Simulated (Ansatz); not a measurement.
For Ir (P6₃/mmc, No. 194; start mp-2647032; another form than the element's usual one), PBEsol (Ansatz, a quantum-chemistry and plane-wave program, PAW) gives:

- equilibrium lattice constant a: 2.719 Å
- c axis length: 4.410 Å

Problem. What does r²SCAN (plane waves, PAW; Ansatz) give for the same quantities?

Solution. 
- lattice constant a: 2.730 Å (goes up by 0.4 %)
- lattice parameter c: 4.424 Å (goes up by 0.3 %)

Changes are worked out from the printed values.

Unless a cell is named, each level is at its own relaxed cell (PBEsol 14.12, r²SCAN 14.27 Å³/atom).

Levels without +SOC leave out spin–orbit coupling, which shifts energies and cells of such heavy elements.

Caveats: the relaxation could not lower the start's symmetry, so the cell can be a saddle point above a distorted one (PBEsol, r²SCAN). Ansatz's density-functional and Hartree–Fock values are scalar-relativistic unless marked +SOC, with PAW data made under PBE.

A start named mp-… is a Materials Project structure, which can be a computed phase never made.
